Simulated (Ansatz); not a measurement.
CH₇BSi, SMILES `B[SiH2]C`. The species carries charge 0 and has multiplicity 1.

```xyz
10

B    -1.0754    0.0575   -1.5115
Si   -0.4821    0.2439    0.3995
C     1.2791   -0.2860    0.7681
H    -0.3596   -0.3121   -2.3970
H    -2.2020    0.3359   -1.8059
H    -1.4325   -0.5311    1.2548
H    -0.6634    1.6828    0.7680
H     1.9893    0.2947    0.1749
H     1.5221   -0.1442    1.8233
H     1.4244   -1.3414    0.5258
```

Question: List the harmonic frequencies (cm⁻¹, unscaled) at PBE0-D4/def2-TZVP in Ansatz. (An estimate is asked.)

Answer: Ansatz gave: 30i, 161, 179, 351, 550, 591, 620, 705, 780, 882, 889, 912, 932, 1173, 1277, 1451, 1454, 2172, 2179, 2578, 2661, 3053, 3136, 3139.
